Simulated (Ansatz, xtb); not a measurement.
# Ligand exchange: BH2Cl + CHF3S → BH2(SH) + CClF3

Species: BH2Cl `BCl`, singlet; CHF3S `FC(F)(F)S`, singlet; BH2(SH), singlet; CClF3 `FC(F)(F)Cl`, singlet. The partners trade Cl for SH: B–Cl and C–SH bonds give way to B–SH and C–Cl.

Shapes, held fixed at every level: PBE0-D4/def2-TZVP. Programs: Ansatz 0.2.0, xtb 6.7.1. The zero-point and thermal change to 298 K, harmonic and unscaled (PBE0-D4/def2-TZVP), is +0.9 kJ/mol.

| level | kind | ΔH(298 K) (kJ/mol) | less CCSD(T)/CBS estimate | CPU time (sum over the molecules) |
| --- | --- | --- | --- | --- |
| GFN0-xTB | semi-empirical | +4.6 | -5.3 | 0.14 s |
| SPW92/def2-TZVPP | LDA | -3.2 | -13.1 | 4.1 s |
| B3LYP-D4/def2-TZVPP | global hybrid | +8.4 | -1.5 | 11 s |
| PBE0-D4/def2-TZVPP | global hybrid | +3.7 | -6.2 | 7.7 s |
| r2SCAN0-D4/def2-TZVPP | global hybrid | +5.0 | -4.9 | 13 s |
| wB97X-V/def2-TZVPP | range-separated hybrid | +9.0 | -0.9 | 23 s |
| MP2/def2-TZVPP | perturbation theory | +8.6 | -1.3 | – |
| CCSD(T)/CBS estimate | coupled cluster or CI | +9.9 | 0.0 | 2.8 min |

The highest level, CCSD(T)/CBS estimate, gives ΔH(298 K) = +9.9 kJ/mol; the levels span -3.2 to +9.9. They disagree on the sign: 7 of 8 are positive. The column of differences is taken from that level and isn't an error. No measured value is set beside it here. The CBS estimate extrapolates MP2 from def2-TZVPP and def2-QZVPP and adds CCSD(T) − MP2 in the triple-zeta set, cores frozen. Times are processor times on shared x86 and Arm servers, and rough.
